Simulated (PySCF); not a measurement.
A spin–spin coupling run with PySCF 2.14.0 with density-fitted response routines (density fitting, non-relativistic, gas phase) on SMILES [O+]#CC(F)F, [C$_{2}$HF$_{2}$O]+:

```
{"job": {"kind": "j", "xc": "B3LYP", "basis": "pcJ-1"}, "charge": 1, "multiplicity": 1}
O      2.127473    -0.312468     0.151906
C      1.032798    -0.149527     0.073140
C     -0.551683     0.072955    -0.003212
F     -0.704034     1.304157    -0.394969
F     -0.973201    -0.800466    -0.870140
H     -0.927653    -0.111806     1.022405
```

Hardware: 1 thread of an Arm Neoverse V1, shared host. The job also computes field gradients.

(1) How large is the calculation?

(2) How long does it take?

(3) And these other runs on the same molecule and hardware: GIAO shielding at B97-2/pcSseg-2; GIAO shielding at PBE0/pcSseg-1?

## Answers

(1) 38 electrons, 145 basis functions and 503 auxiliary functions.

(2) 10 s of wall time, with 13 SCF cycles. Times on a shared host scatter by some tens of per cent.

(3) B97-2/pcSseg-2: 194 functions, 11 s; PBE0/pcSseg-1: 90 functions, 4.2 s.
